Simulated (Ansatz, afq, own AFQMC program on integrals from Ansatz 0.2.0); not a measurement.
Atomization energy of CN, doublet

```yaml
atoms:
  - { symbol: N, position_ang: [0.0000, 0.0000, 0.0000] }
  - { symbol: C, position_ang: [0.0000, 0.0000, 1.1601] }
```

Atoms in their ground-state spins without spin–orbit coupling (mostly on UHF) minus the molecule (UHF), without zero-point energy. The geometry is a stationary point, not shown to be a minimum.

Basis 6-31G. Only valence electrons are correlated. Integrals, coupled cluster, full CI and functionals: Ansatz 0.2.0; the random walks run on the same integrals in our own AFQMC program. The CISD trial takes its coefficients from CCSD amplitudes. Released means that phaseless walkers are propagated on without the constraint, phases kept. ± is one standard error of the sampling. The errors of all members are added in quadrature.

Full CI on the same integrals is exact in this basis and with this determinant's frozen core.

Errors are counted within 6-31G, not against nature.

Cautions: CN (doublet): strong correlation (T1 0.093, weight of the determinant 0.75, largest double 0.12), unrestricted determinant spin contaminated (⟨S²⟩ 1.22 against 0.75), the released energies are still falling, so no released level is given (meV from the phaseless value at times in 1/Eh: -21 ± 4 at 0.24, -27 ± 4 at 0.51, -38 ± 5 at 0.99, -44 ± 5 at 1.62, -49 ± 4 at 2.40), its ph-AFQMC/CISD value lies 29 ± 4 meV above full CI.

| level | atomization energy (kcal/mol) |
| --- | --- |
| MP2 | 125.1 |
| HF | 62.0 |

From these cheaper values, estimate the atomization energy at the reference level in 6-31G.

143.3 kcal/mol (full CI in 6-31G).

```tsv
level	atomization energy (kcal/mol)	error against FCI (kcal/mol)
CCSD	137.6	-5.6
CCSD(T)	141.2	-2.1
ph-AFQMC/CISD	142.7 ± 0.1	-0.6 ± 0.1
```

Correlation beyond CCSD(T) adds 2.1 kcal/mol. The perturbative (T) step is worth +3.5 kcal/mol. Where the cautions show a poor determinant, the low rows tell how each method copes with it, not its usual error.

A walk keeps the symmetry of its determinant, which the program's search chose and which needn't be the lowest solution, so a lower state of the same spin and another symmetry isn't excluded.
